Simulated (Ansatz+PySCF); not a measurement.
The numbers below are computed, except where a source is named.
**Several solutions for singlet NaCl in separate pieces**

```xyz
2

Na    0.0000    0.0000    0.0000
Cl   30.0000    0.0000    0.0000
```

Basis set: STO-3G (spherical functions). Charge 0, multiplicity 1.

CASSCF(6,6) was run from several starts with Ansatz (development build ahead of 0.2.0) and PySCF 2.14.0. The starts are those of the Hartree–Fock orbitals from which the active space was taken at the frontier.

```csv
run,program,start,converged,energy (hartree),<S²>
A,Ansatz,search for the lowest state,yes,-614.31216,0.00
B,PySCF,program defaults,yes,-614.28268,0.00
C,Ansatz,stability test followed,yes,-614.28268,0.00
D,Ansatz,"atomic start, no search",yes,-614.28268,0.00
```

(1) Which runs reached the lowest solution of this kind, and what is wrong with the others?

## Answers

(1) A reached the lowest solution found. Converged but too high: B by 0.80 eV, C by 0.80 eV, D by 0.80 eV. Convergence only shows a stationary point; in CASSCF the end hangs on which orbitals enter the active space. Caution: other starts end on other solutions of this active space.
